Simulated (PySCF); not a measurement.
CH2, SMILES [CH2] (connectivity only; charge and spin as stated), neutral, multiplicity 1. Atoms are numbered in the order given.

```xyz
3

C      0.0000     0.0000     0.1748
H      0.0000    -0.8622    -0.5245
H      0.0000     0.8622    -0.5245
```

Coordinates come from a B3LYP-D3(BJ)/def2-TZVPD optimisation. The isomer is the one that the SMILES or the coordinates give; other isomers of the formula were not compared.

Computed with PBE/pcSseg-2 (PySCF).

GIAO shieldings, no solvent; atoms alike by connectivity are averaged. δ = σ(ref) − σ: ¹³C against TMS (σ = 181.4 ppm); ¹H against TMS (σ = 31.47 ppm), references at their B3LYP-D3(BJ)/def2-TZVP geometries, non-relativistic.

Estimate the chemical shifts. (The exact figures need the calculation; the answer reports its results.)


```
nucleus   atoms  count  δ (ppm)
-------  ------  -----  -------
¹³C          C1      1   1453.5
¹H       H2, H3      2    62.18
```
